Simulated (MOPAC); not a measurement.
# C2HClF2 (SMILES FC(F)=CCl) at PM6-D3H4X

Aim: the adiabatic ionisation energy of C2HClF2 at PM6-D3H4X, from 2 runs. 

The calculation is run with MOPAC 23.2.5.

10 further runs of the same task are left out: 10 set aside as unsound or not needed.

**1. The system as given**

C2HClF2 has 6 atoms, charge 0, and is taken as a singlet. SMILES: `FC(F)=CCl`. All atoms were displaced at random from a relaxed shape. The run starts from this shape.

Bond lengths: F1–C2 1.325 Å, C2–F3 1.315 Å, C2–C4 1.324 Å, C4–Cl5 1.698 Å, C4–H6 1.093 Å. Angles: F1–C2–F3 110.8°, F1–C2–C4 123.4°, F3–C2–C4 125.7°, C2–C4–Cl5 123.2°, C2–C4–H6 118.7°, Cl5–C4–H6 118.1°.

**2. A geometry optimisation at PM6-D3H4X**

The input, mol.mop:

```
DISP GRADIENTS PRECISE GNORM=0.05 CYCLES=300 PM6-D3H4X AUX(PRECISION=6) THREADS=1


F      0.898290    -0.805134     1.365709
C      0.263160    -0.562543     0.228436
F      0.217998    -1.642425    -0.520096
C     -0.216708     0.626622    -0.099928
Cl    -1.041666     0.927704    -1.553429
H     -0.110193     1.449300     0.611137
```

Command:

```sh
$ mopac mol.mop
```

mol.out:

```text
MOPAC v23.2.5
PM6-D3H4X CALCULATION RESULTS
[...]
 *  GNORM      - EXIT WHEN GRADIENT NORM DROPS BELOW 0.050
[...]
           Empirical Formula: C2 H F2 Cl  =     6 atoms
      MOLECULAR POINT GROUP   :   Cs
[...]
 CYCLE:     1 TIME:   0.008 TIME LEFT:  2.00D  GRAD.:    48.896 HEAT: -88.03494
[...]
 CYCLE:    23 TIME:   0.000 TIME LEFT:  2.00D  GRAD.:     0.049 HEAT: -89.32066
[...]
     SCF FIELD WAS ACHIEVED
[...]
                              SUM =        -89.32066 KCAL/MOL = FINAL HEAT OF FORMATION
          TOTAL ENERGY            =      -1454.71414 EV
          ELECTRONIC ENERGY       =      -3580.38643 EV
          CORE-CORE REPULSION     =       2125.67230 EV
          COSMO AREA              =        106.46 SQUARE ANGSTROMS
          COSMO VOLUME            =         90.88 CUBIC ANGSTROMS
          GRADIENT NORM           =          0.04944          =       0.02018 PER ATOM
          IONIZATION POTENTIAL    =         10.269954 EV
          HOMO LUMO ENERGIES (EV) =        -10.270 -0.221
          NO. OF FILLED LEVELS    =         15
          MOLECULAR WEIGHT        =         98.4797         POINT GROUP:  Cs
[...]
                             CARTESIAN COORDINATES
   1    F        0.907564747    -0.864278775     1.339911675
   2    C        0.267278598    -0.530299178     0.238472612
   3    F        0.203354106    -1.607463981    -0.514841067
   4    C       -0.226409629     0.668284195    -0.066436321
   5   Cl       -1.025989586     0.885916676    -1.557618120
   6    H       -0.160583884     1.547001526     0.574905784
           Empirical Formula: C2 H F2 Cl  =     6 atoms
      MOLECULAR POINT GROUP   :   Cs
[...]
              NET ATOMIC CHARGES AND DIPOLE CONTRIBUTIONS
  ATOM NO.   TYPE          CHARGE      No. of ELECS.   s-Pop       p-Pop       d-Pop
    1          F          -0.115132        7.1151     1.96841     5.14672
    2          C           0.313806        3.6862     1.12665     2.55954
    3          F          -0.111056        7.1111     1.96820     5.14286
    4          C          -0.305442        4.3054     1.12027     3.18518
    5         Cl          -0.000368        7.0004     1.98810     5.00547     0.00680
    6          H           0.218192        0.7818     0.78181
 DIPOLE           X         Y         Z       TOTAL
 POINT-CHG.    -0.042     1.175     0.596     1.318
 HYBRID         0.094    -0.364    -0.021     0.376
 SUM            0.052     0.812     0.575     0.996
[...]
 * JOB ENDED NORMALLY *
[...]
```

It took 0.12 s on 1 thread of Arm Neoverse N1, shared host.

The path in brief:

```
step  energy from the first frame kept (eV)  largest force (eV/Å)
   0                                 0.0000                1.4233
   1                                -0.0047                0.9074
   2                                -0.0166                0.5282
   3                                -0.0302                0.4653
   4                                -0.0387                0.7222
   5                                -0.0393                0.7940
   6                                -0.0445                0.6232
   7                                -0.0488                0.2351
   8                                -0.0503                0.2115
   9                                -0.0523                0.1048
  10                                -0.0540                0.0982
  11                                -0.0552                0.0772
  12                                -0.0555                0.0378
  13                                -0.0556                0.0157
  14                                -0.0556                0.0143
  15                                -0.0556                0.0161
  16                                -0.0557                0.0197
  17                                -0.0557                0.0209
  18                                -0.0557                0.0180
  19                                -0.0558                0.0070
  20                                -0.0558                0.0038
  21                                -0.0558                0.0028
  22                                -0.0558                0.0017
```

After the run. Bond lengths: F1–C2 1.317 Å, C2–F3 1.316 Å, C2–C4 1.332 Å, C4–Cl5 1.706 Å, C4–H6 1.090 Å. Angles: F1–C2–F3 107.1°, F1–C2–C4 126.9°, F3–C2–C4 126.0°, C2–C4–Cl5 119.3°, C2–C4–H6 124.7°, Cl5–C4–H6 116.1°.

**3. The doublet cation: a geometry optimisation at PM6-D3H4X**

The input, run.mop:

```
PM6-D3H4X CHARGE=1 DISP GNORM=0.05 DOUBLET UHF CYCLES=300 AUX(PRECISION=9) THREADS=1
C2HClF2

F      0.907565 +1    -0.864279 +1     1.339912 +1
C      0.267279 +1    -0.530299 +1     0.238473 +1
F      0.203354 +1    -1.607464 +1    -0.514841 +1
C     -0.226410 +1     0.668284 +1    -0.066436 +1
Cl    -1.025990 +1     0.885917 +1    -1.557618 +1
H     -0.160584 +1     1.547002 +1     0.574906 +1
```

Command:

```sh
$ mopac run.mop
```

run.out:

```text
MOPAC v23.2.5
PM6-D3H4X CALCULATION RESULTS
[...]
 *  GNORM      - EXIT WHEN GRADIENT NORM DROPS BELOW 0.050
[...]
           Empirical Formula: C2 H F2 Cl  =     6 atoms
      MOLECULAR POINT GROUP   :   Cs
[...]
 CYCLE:     1 TIME:   0.016 TIME LEFT:  2.00D  GRAD.:   170.986 HEAT:  140.8940
[...]
 CYCLE:    22 TIME:   0.008 TIME LEFT:  2.00D  GRAD.:     0.035 HEAT:  134.4139
[...]
     SCF FIELD WAS ACHIEVED
[...]
                              SUM =        134.41394 KCAL/MOL = FINAL HEAT OF FORMATION
          TOTAL ENERGY            =      -1445.01198 EV
          ELECTRONIC ENERGY       =      -3579.02025 EV
          CORE-CORE REPULSION     =       2134.00828 EV
          COSMO AREA              =        105.87 SQUARE ANGSTROMS
          COSMO VOLUME            =         90.24 CUBIC ANGSTROMS
          GRADIENT NORM           =          0.03471          =       0.01417 PER ATOM
          IONIZATION POTENTIAL    =         16.504123 EV
          ALPHA SOMO LUMO (EV)    =        -16.504 -7.229
          BETA  SOMO LUMO (EV)    =        -17.048 -9.088
          NO. OF ALPHA ELECTRONS  =         15
          NO. OF BETA  ELECTRONS  =         14
          MOLECULAR WEIGHT        =         98.4797         POINT GROUP:  Cs
[...]
                             CARTESIAN COORDINATES
   1    F        0.898535821    -0.838041034     1.334256001
   2    C        0.277236370    -0.567996667     0.236892102
   3    F        0.208177380    -1.621054443    -0.510918300
   4    C       -0.258100800     0.677212050    -0.122796453
   5   Cl       -1.011645480     0.895563200    -1.525508642
   6    H       -0.152373921     1.534196262     0.592013325
           Empirical Formula: C2 H F2 Cl  =     6 atoms
      MOLECULAR POINT GROUP   :   Cs
[...]
              NET ATOMIC CHARGES AND DIPOLE CONTRIBUTIONS
  ATOM NO.   TYPE          CHARGE      No. of ELECS.   s-Pop       p-Pop       d-Pop
    1          F           0.013098        6.9869     1.96849     5.01841
    2          C           0.526959        3.4730     1.18272     2.29032
    3          F          -0.012054        7.0121     1.96835     5.04370
    4          C          -0.342233        4.3422     1.16489     3.17734
    5         Cl           0.529665        6.4703     1.98536     4.47610     0.00887
    6          H           0.284565        0.7154     0.71544
 DIPOLE           X         Y         Z       TOTAL
 POINT-CHG.    -0.891     2.456    -0.378     2.640
 HYBRID         0.084    -0.353    -0.035     0.365
 SUM           -0.808     2.103    -0.413     2.290
[...]
                    (S**2)  =    0.757106
[...]
 * JOB ENDED NORMALLY *
[...]
```

It took 0.14 s on 1 thread of Arm Neoverse N1, shared host.

Steps, from the record of the run:

```
step  energy from the first frame kept (eV)  largest force (eV/Å)
   0                                 0.0000                5.0415
   1                                -0.2125                2.9040
   2                                -0.2491                1.4000
   3                                -0.2518                1.5680
   4                                -0.2731                0.5904
   5                                -0.2772                0.4640
   6                                -0.2797                0.0894
   7                                -0.2797                0.1686
   8                                -0.2803                0.0623
   9                                -0.2807                0.0408
  10                                -0.2809                0.0333
  11                                -0.2810                0.0190
  12                                -0.2810                0.0082
  13                                -0.2810                0.0071
  14                                -0.2810                0.0024
  15                                -0.2810                0.0017
  16                                -0.2810                0.0020
  17                                -0.2810                0.0047
  18                                -0.2810                0.0024
  19                                -0.2810                0.0015
  20                                -0.2810                0.0011
  21                                -0.2810                0.0009
```

After the run. Bond lengths: F1–C2 1.290 Å, C2–F3 1.293 Å, C2–C4 1.402 Å, C4–Cl5 1.607 Å, C4–H6 1.121 Å. Angles: F1–C2–F3 110.3°, F1–C2–C4 126.0°, F3–C2–C4 123.7°, C2–C4–Cl5 121.6°, C2–C4–H6 118.6°, Cl5–C4–H6 119.8°.

**4. Outcome**

Level: PM6-D3H4X.

| quantity | value |
| --- | --- |
| run 1, PM6-D3H4X: total energy at the end | -53.45976 Eh |
| run 1, PM6-D3H4X: dipole moment | 1.00 D |
| run 1, PM6-D3H4X: HOMO energy | -10.27 eV |
| run 1, PM6-D3H4X: LUMO energy | -0.22 eV |
| run 1, PM6-D3H4X: HOMO–LUMO gap | 10.05 eV |
| run 1, PM6-D3H4X: dispersion energy | -0.93 kJ/mol |
| run 1, PM6-D3H4X: heat of formation | -89.3 kcal/mol |
| doublet cation: total energy at the end | -53.10321 Eh |
| doublet cation: HOMO energy (over α and β) | -16.50 eV |
| doublet cation: LUMO energy (over α and β) | -9.09 eV |
| doublet cation: dispersion energy | -0.94 kJ/mol |
| doublet cation: heat of formation | 134.4 kcal/mol |
| doublet cation: ⟨S²⟩ | 0.757 |
| adiabatic ionisation energy (to the doublet cation, no zero-point term) | 9.702 eV |

In words: The adiabatic ionisation energy (to the doublet cation, no zero-point term) is 9.70 eV (936 kJ/mol). The optimisation (run 1, PM6-D3H4X) took 22 steps and changed the energy by -0.056 eV. The optimisation (doublet cation) took 21 steps and changed the energy by -0.281 eV.
